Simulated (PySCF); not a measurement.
Species: 2-butynoic acid, C4H4O2.
Numbering: `[CH3:1][C:2]#[C:3][C:4](=[O:5])[OH:6]` (hydrogens: H7, H8, H9 on C1; H10 on O6)

Method: PBE0-D3(BJ)/def2-SVP geometry optimisation, gas phase (PySCF); density fitting, grid level 1; the optimiser is geomeTRIC in internal coordinates, started from a GFN2-xTB structure with every atom displaced at random (about 0.01 Å).

Step 0: E = -8290.2300 eV
```
atom  x, y, z in Å  |  force x, y, z in eV/Å
C1     -2.1532   -0.1755    0.3164   -1.109   1.746   0.052
C2     -0.7697    0.0145    0.0760   -1.100  -0.264   0.287
C3      0.3970    0.1454   -0.1206    3.511   0.390  -0.485
C4      1.8450    0.3727   -0.3668   -2.241  -0.753   0.354
O5      2.2713    1.3756   -0.8336    0.824   1.157  -0.489
O6      2.5548   -0.6867   -0.0242    0.362  -0.649   0.287
H7     -2.3558   -1.1146    0.7848   -0.296  -1.010   0.441
H8     -2.6935   -0.0959   -0.6406   -0.180  -0.126   0.097
H9     -2.5361    0.6527    0.9809    0.172  -0.659  -0.457
H10     3.4907   -0.5092   -0.1933    0.057   0.168  -0.087
```

Q: Estimate the geometry and energy of step 1. (The exact step hangs on the optimiser's Hessian estimate; all steps are aligned on step 0, rigid shifts and turns removed.)

A: E = -8290.3555 eV, largest force 0.455 eV/Å
```
atom  x, y, z in Å  |  force x, y, z in eV/Å
C1     -2.1818   -0.1498    0.2982    0.050  -0.324   0.185
C2     -0.7593    0.0053    0.0673    0.162   0.077   0.078
C3      0.4372    0.1544   -0.0781   -0.240  -0.128  -0.207
C4      1.8355    0.3455   -0.3852    0.417   0.112   0.142
O5      2.2923    1.3011   -0.9615   -0.157  -0.156   0.046
O6      2.5986   -0.6639    0.0667   -0.287   0.066  -0.038
H7     -2.4081   -1.1536    0.7076    0.035   0.137  -0.209
H8     -2.7626    0.0052   -0.6258    0.027   0.011   0.090
H9     -2.5105    0.5706    1.0593   -0.098   0.174  -0.041
H10     3.5091   -0.4357   -0.1696    0.090   0.030  -0.046
```

The energy changes by -0.1255 eV. The first-order estimate −F·Δx gives -0.3005 eV and the mean of the old and new forces, exact on a quadratic surface, -0.1194 eV. The step makes an angle of 79° with the force vector and moves no atom by more than 0.149 Å.

The cost below is that of the whole optimisation. The run took 26 s wall on an Arm Neoverse V1 with one thread, shared host with 32 logical CPUs at a one-minute load of 22, and the process peaked at 0.41 GiB of memory.
